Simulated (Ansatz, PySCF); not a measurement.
Species: CF$_{3}$, charge 0, multiplicity 2. It need not be the lowest isomer of its formula. 
Geometry from a B3LYP-D3(BJ)/def2-TZVP (Ansatz, a quantum-chemistry and plane-wave program) optimisation:
SMILES: F[C](F)F
```xyz
4

C      0.0017    -0.0026     0.3251
F     -0.0171     1.2604    -0.0619
F      1.0990    -0.6148    -0.0830
F     -1.0831    -0.6438    -0.0717
```
Charge 0, spin multiplicity 2.


Property: enthalpy of formation at 298 K (from the atomisation energy, B3LYP-D3(BJ)/def2-TZVP harmonic zero-point and thermal terms from PySCF, and the atoms' enthalpies of formation in the G2/97 table; no spin-orbit terms, and no core term in the frozen-core levels), in kcal/mol. Valence correlation only, unless marked. Open shells are spin-unrestricted. Spin-orbit coupling is left out. No relativistic terms. The coupled-cluster limit lacks core correlation, which all-electron functionals hold. Basis-set limits of correlation are two-point, X^-3; Hartree-Fock from the larger set. [CCSD(T)-MP2]/basis is that difference in the basis named.

Measured: -111.9 kcal/mol (Active Thermochemical Tables 1.112 (ions: stationary electron), as tabulated in the package chemicals); it holds spin-orbit and relativistic effects, which these rows lack, and core correlation, which the frozen-core levels lack.

```json
[
 {"level": "HF/STO-3G", "program": "Ansatz", "enthalpy of formation at 298 K (kcal/mol)": "32.1", "error against measurement": "144.0"},
 {"level": "PBE-D3(BJ)/def2-TZVPD", "program": "Ansatz + dftd3", "enthalpy of formation at 298 K (kcal/mol)": "-139.9", "error against measurement": "-28.0"},
 {"level": "B3LYP-D3(BJ)/def2-TZVPD", "program": "Ansatz + dftd3", "enthalpy of formation at 298 K (kcal/mol)": "-111.6", "error against measurement": "0.3"},
 {"level": "PBE0/def2-TZVP", "program": "Ansatz", "enthalpy of formation at 298 K (kcal/mol)": "-118.4", "error against measurement": "-6.5"},
 {"level": "CAM-B3LYP-D4/def2-TZVPD", "program": "Ansatz + dftd4", "enthalpy of formation at 298 K (kcal/mol)": "-118.1", "error against measurement": "-6.2"},
 {"level": "RPA@PBE/cc-pVQZ", "program": "Ansatz", "enthalpy of formation at 298 K (kcal/mol)": "-73.6", "error against measurement": "38.3"},
 {"level": "MP2/cc-pVTZ", "program": "Ansatz", "enthalpy of formation at 298 K (kcal/mol)": "-123.7", "error against measurement": "-11.8"},
 {"level": "RI-MP2/aug-cc-pVTZ", "program": "Ansatz", "enthalpy of formation at 298 K (kcal/mol)": "-126.8", "error against measurement": "-14.9"},
 {"level": "RI-MP2/CBS(cc-pVTZ,cc-pVQZ)+[CCSD(T)-MP2]/cc-pVDZ", "program": "Ansatz", "enthalpy of formation at 298 K (kcal/mol)": "-113.9", "error against measurement": "-2.0"},
 {"level": "RI-MP2/CBS(aug-cc-pVTZ,aug-cc-pVQZ)+[CCSD(T)-MP2]/aug-cc-pVTZ", "program": "Ansatz", "enthalpy of formation at 298 K (kcal/mol)": "-113.1", "error against measurement": "-1.2"}
]
```
